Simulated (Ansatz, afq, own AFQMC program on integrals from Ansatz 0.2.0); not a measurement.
AFQMC on a folder of integrals that Ansatz 0.2.0 wrote.

```yaml
crystal:
  periodic: [false, false, false]
  atoms:
    - {symbol: N, position_ang: [0.000000, 0.000000, 0.000000]}
basis:
  gaussian: {orbitals: cc-pVTZ}
total_charge: 1
magnetization: {spin_polarized: true, initial_magnetization: 4}
correlation: {method: ccsd_t, electrons: outside_noble_gas, hamiltonian_folder: ham}
```

```sh
$ ansatz run in.yaml --threads 1 --pin off --events-out ev --progress --plain --max-ram 24576MiB --backend cuda --devices 0, --max-vram 18GiB
```

afq runs on the folder ham with

```
--method phaseless --trial cisd --walkers 4000 --populations 20 --least-time 60 --time-step 0.005 --steps-per-block 50 --equilibration-blocks 28 --max-blocks 4000 --target-error 0.00012 --factor-cut 1e-05 --start spin_pure --seed 6175 --release-times 0.24,0.51,0.99,1.62,2.4 --release-step 0.03 --release-every 3 --taylor-order 6
```

Times are imaginary, in 1/Eh. The walk had a cap of 122 s. With eight or more populations the least sampling time is a fifth of least-time, and the error comes from their spread.

Log:

```
orbitals 29  electrons 4 0  factors 175 of 175
reference energy -53.74261894 Eh
CCSD correlation -0.03290120 Eh in 5 cycles, weight of the determinant in the CISD state 0.9923
energy of the start -53.775526 Eh
 block  time / (1/Eh)  mean weight  energy / Eh
     1     0.250  1.0000  -53.775587
     2     0.500  1.0001  -53.775652
     3     0.750  1.0000  -53.775697
     4     1.000  1.0000  -53.775705
     5     1.250  1.0000  -53.775703
     8     2.000  0.9998  -53.775731
    11     2.750  0.9999  -53.775740
    14     3.500  1.0001  -53.775727
    17     4.250  1.0000  -53.775743
    20     5.000  1.0001  -53.775727
    23     5.750  0.9999  -53.775742
    26     6.500  1.0000  -53.775731
    29     7.250  1.0000  -53.775746
    32     8.000  0.9999  -53.775725
    35     8.750  1.0002  -53.775746
    38     9.500  1.0001  -53.775766
    41    10.250  0.9998  -53.775744
    42    10.500  0.9999  -53.775774
    44    11.000  0.9999  -53.775750
    47    11.750  1.0002  -53.775737
    50    12.500  1.0002  -53.775744
    53    13.250  1.0000  -53.775710
    54    13.500  1.0001  -53.775704
    56    14.000  0.9998  -53.775738
    59    14.750  1.0002  -53.775732
    62    15.500  1.0002  -53.775729
    65    16.250  1.0001  -53.775743
    68    17.000  1.0001  -53.775743
    71    17.750  0.9998  -53.775737
    74    18.500  1.0001  -53.775723
    77    19.250  0.9999  -53.775755
    78    19.500  0.9999  -53.775761
error from the spread of 20 populations
released: time / (1/Eh)  energy / Eh  error  mean overlap
  0.24  -53.775740  0.000002  0.9972
  0.51  -53.775738  0.000002  0.9944
  0.99  -53.775737  0.000002  0.9906
  1.62  -53.775740  0.000002  0.9872
  2.40  -53.775738  0.000002  0.9819
energy -53.775738 +/- 0.000003 Eh
(rows thinned)
```

The run passed its tests (sampling time, drift between the halves within three errors, error under three times the target), which doesn't prove that it has relaxed.

Against this walk (error 0.1 meV) on the same determinant: CCSD(T) 1.2 meV higher, CCSDT(Q) 0.1 meV higher (within the noise), full CI 0.1 meV higher (within the noise). The error is statistical and leaves out the bias of the constraint. Released to 2.40 1/Eh the energy moves by 0.01 ± 0.09 meV (both errors), within twice the noise.

Cautions: constraint bias not in the error; another spin lies lower (by 5.69 eV).

The walk took 19 s on 1 × NVIDIA H100 80GB HBM3 with 2 threads of AMD EPYC 7R13 Processor (Zen 3), with other jobs on the host (the card was shared). The log's last line is the phaseless energy.

CCSDT and higher add their correlation energy to the determinant of the CCSD(T) run, since their own runs factorise the integrals more tightly (a shift of under 2 meV). A walk keeps the symmetry of its determinant, which the program's search chose and which needn't be the lowest solution, so a lower state of the same spin and another symmetry isn't excluded.
